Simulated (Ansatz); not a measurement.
Bond stretch in Li₂, singlet.

Methods: RKS-BLYP = restricted BLYP/aug-cc-pVDZ (Ansatz, an electronic-structure program); RKS-PBE = restricted PBE/aug-cc-pVDZ (Ansatz); UHF/aug-cc-pVDZ (Ansatz); FCI = full CI/aug-cc-pVDZ, frozen core run with Ansatz.

Energies relative to the lowest point of each curve near equilibrium, in kcal/mol:

```csv
R / Å,RKS-BLYP,RKS-PBE,UHF
2.19,6.8,7.4,7.8
2.44,1.5,1.9,2.3
2.64,0.1,0.2,0.6
2.98,0.9,0.8,0.0
3.15,2.3,2.1,0.2
3.40,4.8,4.5,0.8
3.70,8.1,7.9,1.8
4.98,20.1,21.0,4.0
6.10,25.8,27.8,4.3
6.71,27.5,29.9,4.4
7.49,28.8,31.5,4.4
8.32,29.6,32.5,4.4
```

Problem. Estimate the FCI values at these points.

Solution. 2.19: 7.2; 2.44: 1.7; 2.64: 0.1; 2.98: 0.9; 3.15: 2.3; 3.40: 4.9; 3.70: 8.3; 4.98: 19.0; 6.10: 21.8; 6.71: 22.3; 7.49: 22.5; 8.32: 22.6 (kcal/mol).

The restricted form behind RKS-BLYP, RKS-PBE keeps the bonding electrons paired and can't separate into open-shell fragments. The unrestricted determinant behind UHF is spin-contaminated at 2.08 to 8.32 Å (<S²> up to 1.0, against 0.00 for a pure singlet).
